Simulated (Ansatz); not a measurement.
## How far each method lies from full CI for SiO⁺, doublet

Geometry: that of the SiO, singlet, kept fixed.

```yaml
atoms:
  - { symbol: Si, position_ang: [0.0000, 0.0000, 0.0000] }
  - { symbol: O, position_ang: [0.0000, 0.0000, 1.5088] }
```

Basis 6-31G; Ansatz 0.2.0. Correlated methods freeze the noble-gas cores, which leaves 9 electrons in 16 orbitals. R marks a restricted (for open shells ROHF) determinant, U an unrestricted one. Active spaces: valence = (9e, 8o) chosen from the atoms' valence shells.

Full CI is exact within this basis and frozen core; it isn't the basis-set limit. The frozen core follows each run's orbitals, which can shift R against U totals by a few meV.

HF rows: RHF is the lowest solution found. Coupled cluster chose its determinant by a search with trial CCSD, here up to 0.20 eV above the lowest Hartree–Fock solution of its kind, and MP2 stands on that determinant too.

* UHF ⟨S²⟩: 0.876
* ⟨S²⟩ of the determinant under UCCSD: 0.793
* T1 diagnostic (RCCSD): 0.1117
* largest doubles amplitude (RCCSD): 0.129
* T1 diagnostic (UCCSD): 0.0914

| level | E − E(determinant under the R cluster runs) (eV) |
| --- | --- |
| RMP2 | -4.0547 |
| UMP2 | -4.1917 |
| RCCSD | -4.9994 |
| UCCSD | -4.9973 |
| RCCSD(T) | -5.1811 |
| UCCSD(T) | -5.1807 |

Question: Estimate how far full CI in 6-31G lies from RCCSD(T). The table doesn't fix it; the size of (T) and the diagnostics are the guide.

Answer: Full CI in 6-31G lies 8.7 kJ/mol below RCCSD(T), which is 49 % of the (T) step (-17.5 kJ/mol). T1 is very large, a doubles amplitude is large, and the rest is a large part of (T). The miss exceeds 1 kcal/mol.

The other levels:

```csv
level,E − E(full CI) (kJ/mol),share of correlation (%),wall time
RHF†,488.9,–,–
BCCD(T),5.0,99.03,1.1 s
RCCSDT,3.0,99.41,–
UCCSDT,2.7,99.47,–
RCCSDT(Q),-1.9,100.38,3.8 s
UCCSDT(Q),-2.5,100.48,3.9 s
RCCSDTQ,-0.1,100.01,28 s
UCCSDTQ,-0.1,100.02,28 s
CASSCF (valence space),160.6,68.43,–
NEVPT2 (valence space),39.6,92.22,1.9 s
MRCISD (valence space),10.6,97.91,–
MRCISD+Q (valence space),7.1,98.60,2.5 s
MRCISD+Q(relaxed) (valence space),-0.2,100.05,3 s
```

A dagger marks rows that describe another state than the reference (another or a broken symmetry, a higher spin or other natural occupations), so the difference holds a gap between states beside the method's error.

The correlation energy at full CI, counted from the determinant under the R cluster runs, is -5.271 eV. That run took 46 s on 1 thread of Intel Xeon 6975P-C, shared host over 1,989,600 determinants.

Run but not shown, since their state, orbitals or frozen core can't be matched to the reference's or they repeat it: UHF, CISD, CISDTQ.

Times hold each run's SCF and search for its determinant on a shared host, so for small cases they say little of a method's own cost; they ran on 1 thread of Intel Xeon 6975P-C.

More than 5 meV below full CI, which no variational method can be: RCCSDT(Q), UCCSDT(Q).

The full-CI state has the irrep A1 of C2v, in the program's axes (one component, if the state is degenerate).

Natural occupations of full CI about the gap: 1.986 1.923 1.923 1.907 1.033 0.081 0.081 0.032 0.010 0.008; effectively unpaired electrons, Σ n²(2−n)², 1.13.
